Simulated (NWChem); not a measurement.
# doublet [C5H6]+ at 3 levels

Aim: a comparison of 3 runs (UBHLYP/cc-pVDZ, UM06-2X/cc-pVDZ, UCAM-B3LYP/cc-pVDZ) of doublet [C5H6]+. 

The calculation is run with NWChem 7.3.0.

### 1 The molecule

[C5H6]+ has 11 atoms, charge +1, and is taken as a doublet. SMILES of the parent species: `C#C/C=C/C`. The coordinates come from a PBE0-D4/def2-TZVP relaxation. That shape belongs to the parent species and isn't relaxed for this state.

Bond lengths: C1–C2 1.204 Å, C2–C3 1.417 Å, C3–C4 1.335 Å, C4–C5 1.485 Å, C1–H6 1.064 Å, C3–H7 1.088 Å, C4–H8 1.087 Å, C5–H9 1.091 Å, C5–H10 1.095 Å, C5–H11 1.095 Å. Some angles: C1–C2–C3 178.4°, C2–C3–C4 124.1°, C3–C4–C5 124.4°, C2–C1–H6 179.5°, C2–C3–H7 116.4°, C4–C3–H7 119.5°, C3–C4–H8 118.4°, C5–C4–H8 117.2°, C4–C5–H9 111.7°, C4–C5–H10 110.9°.

### 2 A single-point energy at UBHLYP/cc-pVDZ (run 1)

Contents of mymol.nw:

```
start mymol
memory 2200 mb
charge 1

geometry units angstrom noautosym nocenter noautoz
  C     -1.516600     1.700600     2.003600
  C     -0.739100     1.143700     1.272900
  C      0.204200     0.511000     0.426200
  C     -0.092900    -0.483100    -0.413900
  C      0.889700    -1.151100    -1.304600
  H     -2.210500     2.187700     2.646400
  H      1.227200     0.877200     0.483800
  H     -1.121000    -0.834000    -0.456000
  H      1.889700    -0.729500    -1.189400
  H      0.593600    -1.055200    -2.354300
  H      0.941200    -2.224300    -1.094000
end

basis spherical bse
  C library cc-pVDZ
  H library cc-pVDZ
end

dft
  xc bhlyp
  mult 2
  grid fine
  convergence energy 1e-08
  maxiter 100
  mulliken
  print low
end

task dft energy
```

Launch:

```
$ nwchem mymol.nw > mymol.out
```

What it wrote:

```text
[...]
 d= 0,ls=0.0,diis     1   -193.5466417069 -3.32D+02  3.50D-03  1.29D-01     4.6
[...]
 d= 0,ls=0.0,diis    14   -193.6192433618 -9.81D-09  4.46D-07  1.01D-09    53.2
[...]
         Total DFT energy =     -193.619243361812
      One electron energy =     -525.323991228667
           Coulomb energy =      221.839750901999
    Exchange-Corr. energy =      -28.880140927315
 Nuclear repulsion energy =      138.745137892171
[...]
      Total Density - Mulliken Population Analysis
     ---------------------------------------------
    Atom       Charge   Shell Charges
 -----------   ------   -------------------------------------------------------
    1 C    6     6.17   2.01  0.69  0.89  1.94  0.61  0.04
    2 C    6     5.52   2.01  0.70  0.39  2.02  0.34  0.06
    3 C    6     6.01   2.01  0.68  0.48  2.06  0.70  0.08
    4 C    6     5.95   2.01  0.71  0.52  1.97  0.66  0.08
    5 C    6     6.00   2.01  0.66  0.33  2.12  0.83  0.05
    6 H    1     0.90   0.71  0.16  0.04
    7 H    1     0.88   0.73  0.12  0.03
    8 H    1     0.90   0.74  0.13  0.03
    9 H    1     0.92   0.74  0.15  0.03
   10 H    1     0.87   0.72  0.12  0.03
[...]
      <S2> =      0.7788 (Exact =     0.7500)
[...]
```

It took 54 s on 1 thread of Intel Xeon Platinum 8375C at 2.90GHz (Ice Lake), shared host; peak memory 0.12 GiB.

### 3 A single-point energy at UM06-2X/cc-pVDZ (run 2)

Contents of run.xyz:

```xyz
11

C     -1.516600     1.700600     2.003600
C     -0.739100     1.143700     1.272900
C      0.204200     0.511000     0.426200
C     -0.092900    -0.483100    -0.413900
C      0.889700    -1.151100    -1.304600
H     -2.210500     2.187700     2.646400
H      1.227200     0.877200     0.483800
H     -1.121000    -0.834000    -0.456000
H      1.889700    -0.729500    -1.189400
H      0.593600    -1.055200    -2.354300
H      0.941200    -2.224300    -1.094000
```

Contents of run.py:

```python
from ase.io import read
from ase.calculators.nwchem import NWChem

atoms = read('run.xyz')

calc = NWChem(
    label='run',
    theory='dft',
    memory='2200 mb',
    basis='cc-pVDZ',
    basispar='spherical bse',
    charge=1,
    dft={'xc': 'm06-2x', 'mult': '2', 'grid': 'fine', 'convergence': 'energy 1e-08', 'iterations': '100', 'mulliken': None, 'print': 'low'},
    task='energy',
)
atoms.calc = calc

print("Total energy (eV):", round(atoms.get_potential_energy(), 6))
```

Launch:

```
$ export ASE_NWCHEM_COMMAND="nwchem PREFIX.nwi > PREFIX.nwo"
$ python run.py
```

What it wrote:

```text
Total energy (eV): -5269.325464
```

The calculator wrote run.nwi:

```
title "run"

permanent_dir run

scratch_dir run

start run

geometry units angstrom nocenter noautosym noautoz
  C  -1.5165999999999999e+00 1.7005999999999999e+00 2.0036000000000000e+00
  C  -7.3909999999999998e-01 1.1436999999999999e+00 1.2728999999999999e+00
  C  2.0419999999999999e-01 5.1100000000000001e-01 4.2620000000000002e-01
  C  -9.2899999999999996e-02 -4.8309999999999997e-01 -4.1389999999999999e-01
  C  8.8970000000000005e-01 -1.1511000000000000e+00 -1.3046000000000000e+00
  H  -2.2105000000000001e+00 2.1877000000000000e+00 2.6463999999999999e+00
  H  1.2272000000000001e+00 8.7719999999999998e-01 4.8380000000000001e-01
  H  -1.1210000000000000e+00 -8.3399999999999996e-01 -4.5600000000000002e-01
  H  1.8896999999999999e+00 -7.2950000000000004e-01 -1.1894000000000000e+00
  H  5.9360000000000002e-01 -1.0551999999999999e+00 -2.3542999999999998e+00
  H  9.4120000000000004e-01 -2.2242999999999999e+00 -1.0940000000000001e+00
end

charge 1

memory 2200 mb

basis spherical bse noprint
   * library cc-pVDZ
end

dft
  xc m06-2x
  mult 2
  grid fine
  convergence energy 1e-08
  iterations 100
  mulliken
  print low
end

task dft energy
```

run.nwo:

```text
Northwest Computational Chemistry Package (NWChem) 7.3.0
             --------------------------------------------------------

           Job information
           ---------------

    nwchem branch   = 7.3.0
    use scalapack   = T
    input           = run.nwi
    prefix          = run.
    data base       = run/run.db
    status          = startup
    nproc           =        1

           Memory information
           ------------------

    heap     =     72089598 doubles =      550.0 Mbytes
    stack    =     72089595 doubles =      550.0 Mbytes
    global   =    144179200 doubles =     1100.0 Mbytes (distinct from heap & stack)
    total    =    288358393 doubles =     2200.0 Mbytes
    verify   = yes
    hardfail = no

[... 36 lines left out ...]
            Nuclear Dipole moment (a.u.)
[... 89 lines left out ...]
   convergence    iter        energy       DeltaE   RMS-Dens  Diis-err    time
[... 13 lines left out ...]
         Total DFT energy =     -193.644140717272
      One electron energy =     -525.353297861435
           Coulomb energy =      221.855844148870
    Exchange-Corr. energy =      -28.891824896878
 Nuclear repulsion energy =      138.745137892171
[... 41 lines left out ...]
     ------------------------------------------
      Spin Density - Lowdin Population Analysis
     ------------------------------------------

    Atom       Charge   Shell Charges
 -----------   ------   -------------------------------------------------------
    1 C    6     0.40  -0.00  0.01  0.00  0.26  0.13 -0.00
    2 C    6     0.03  -0.00 -0.00 -0.00  0.01 -0.01  0.04
    3 C    6     0.19  -0.00  0.00  0.00  0.12  0.05  0.01
[... 7 lines of this table left out ...]
   11 H    1     0.02   0.02  0.00 -0.00

     --------------------------
     Expectation value of S2:
     --------------------------
      <S2> =      0.7734 (Exact =     0.7500)

 Task  times  cpu:       66.7s     wall:       66.7s
 Total times  cpu:       66.8s     wall:       66.8s
```

Wall time 69 s (1 thread of Intel Xeon Platinum 8375C at 2.90GHz (Ice Lake), shared host); peak memory 0.12 GiB.

### 4 The energy at UCAM-B3LYP/cc-pVDZ (run 3)

Contents of test.xyz:

```xyz
11
C5H6
C     -1.516600     1.700600     2.003600
C     -0.739100     1.143700     1.272900
C      0.204200     0.511000     0.426200
C     -0.092900    -0.483100    -0.413900
C      0.889700    -1.151100    -1.304600
H     -2.210500     2.187700     2.646400
H      1.227200     0.877200     0.483800
H     -1.121000    -0.834000    -0.456000
H      1.889700    -0.729500    -1.189400
H      0.593600    -1.055200    -2.354300
H      0.941200    -2.224300    -1.094000
```

Contents of run.py:

```python
from ase.io import read
from ase.calculators.nwchem import NWChem

atoms = read('test.xyz')

calc = NWChem(
    label='test',
    theory='dft',
    memory='2200 mb',
    basis='cc-pVDZ',
    basispar='spherical bse',
    charge=1,
    dft={'xc': 'xcamb88 1.00 lyp 0.81 vwn_5 0.19 hfexch 1.00', 'cam': '0.33 cam_alpha 0.19 cam_beta 0.46', 'mult': '2', 'grid': 'fine', 'convergence': 'energy 1e-08', 'direct': None, 'iterations': '100', 'mulliken': None},
    task='energy',
)
atoms.calc = calc

print(f"energy = {atoms.get_potential_energy():.6f} eV")
```

Launch:

```
$ export ASE_NWCHEM_COMMAND="nwchem PREFIX.nwi > PREFIX.nwo"
$ python run.py
```

What it wrote:

```text
energy = -5268.518462 eV
```

The calculator wrote test.nwi:

```
title "test"

permanent_dir test

scratch_dir test

start test

geometry units angstrom nocenter noautosym noautoz
  C  -1.5165999999999999e+00 1.7005999999999999e+00 2.0036000000000000e+00
  C  -7.3909999999999998e-01 1.1436999999999999e+00 1.2728999999999999e+00
  C  2.0419999999999999e-01 5.1100000000000001e-01 4.2620000000000002e-01
  C  -9.2899999999999996e-02 -4.8309999999999997e-01 -4.1389999999999999e-01
  C  8.8970000000000005e-01 -1.1511000000000000e+00 -1.3046000000000000e+00
  H  -2.2105000000000001e+00 2.1877000000000000e+00 2.6463999999999999e+00
  H  1.2272000000000001e+00 8.7719999999999998e-01 4.8380000000000001e-01
  H  -1.1210000000000000e+00 -8.3399999999999996e-01 -4.5600000000000002e-01
  H  1.8896999999999999e+00 -7.2950000000000004e-01 -1.1894000000000000e+00
  H  5.9360000000000002e-01 -1.0551999999999999e+00 -2.3542999999999998e+00
  H  9.4120000000000004e-01 -2.2242999999999999e+00 -1.0940000000000001e+00
end

charge 1

memory 2200 mb

basis spherical bse noprint
   * library cc-pVDZ
end

dft
  xc xcamb88 1.00 lyp 0.81 vwn_5 0.19 hfexch 1.00
  cam 0.33 cam_alpha 0.19 cam_beta 0.46
  mult 2
  grid fine
  convergence energy 1e-08
  direct
  iterations 100
  mulliken
end

task dft energy
```

test.nwo:

```text
Northwest Computational Chemistry Package (NWChem) 7.3.0
             --------------------------------------------------------

           Job information
           ---------------

    nwchem branch   = 7.3.0
    use scalapack   = T
    input           = test.nwi
    prefix          = test.
    data base       = test/test.db
    status          = startup
    nproc           =        1

           Memory information
           ------------------

    heap     =     72089598 doubles =      550.0 Mbytes
    stack    =     72089595 doubles =      550.0 Mbytes
    global   =    144179200 doubles =     1100.0 Mbytes (distinct from heap & stack)
    total    =    288358393 doubles =     2200.0 Mbytes
    verify   = yes
    hardfail = no

[... 106 lines left out ...]
  convergence criterion.
[... 18 lines left out ...]
          Convergence on gradient requested:  5.00D-04
[... 30 lines left out ...]
          Convergence aids based upon iterative change in
[... 30 lines left out ...]
 1-e energy   =    -514.517204
[... 100 lines left out ...]
         Total DFT energy =     -193.614483912117
[... 2 lines left out ...]
    Exchange-Corr. energy =      -28.860890691907
[... 708 lines left out ...]
                     DFT Final Beta Molecular Orbital Analysis
[... 797 lines left out ...]
 center of mass
 --------------
 x =  -0.39272263 y =   0.53965360 z =   0.62464081

 moments of inertia (a.u.)
 ------------------
         644.844774982704         195.156902650507         232.592795643295
         195.156902650507         552.597017984171        -312.943764775899
         232.592795643295        -312.943764775899         477.651260262951

     Multipole analysis of the density
     ---------------------------------

     L   x y z        total         alpha         beta         nuclear
     -   - - -        -----         -----         ----         -------
     0   0 0 0      1.000000    -18.000000    -17.000000     36.000000

     1   1 0 0     -0.640338      6.110007      4.981073    -11.731419
[... 8 lines of this table left out ...]
     2   0 0 2    -11.297046   -120.060208   -111.705197    220.468359

 Task  times  cpu:      121.3s     wall:      121.3s
 Total times  cpu:      121.4s     wall:      121.4s
```

It took 2.1 min on 1 thread of Intel Xeon Platinum 8375C at 2.90GHz (Ice Lake), shared host; peak memory 0.12 GiB.

### 5 Overview of the runs

| run | level | energy (Eh) | ⟨S²⟩ | wall time |
| --- | --- | --- | --- | --- |
| 1 | UBHLYP/cc-pVDZ | -193.619243 | 0.779 | 54 s |
| 2 | UM06-2X/cc-pVDZ | -193.644141 | 0.773 | 69 s |
| 3 | UCAM-B3LYP/cc-pVDZ | -193.614484 | 0.772 | 2.1 min |

### 6 What came out

| quantity | value |
| --- | --- |
| run 3: total energy | -193.61448 Eh |
| run 3: HOMO energy (highest over α and β) | -15.04 eV |
| run 3: LUMO energy (lowest over α and β) | -9.74 eV |
| run 3: ⟨S²⟩ | 0.772 |

Totals of different functionals can't be ranked against each other. All runs together took 4.1 min, the longest 2.1 min.
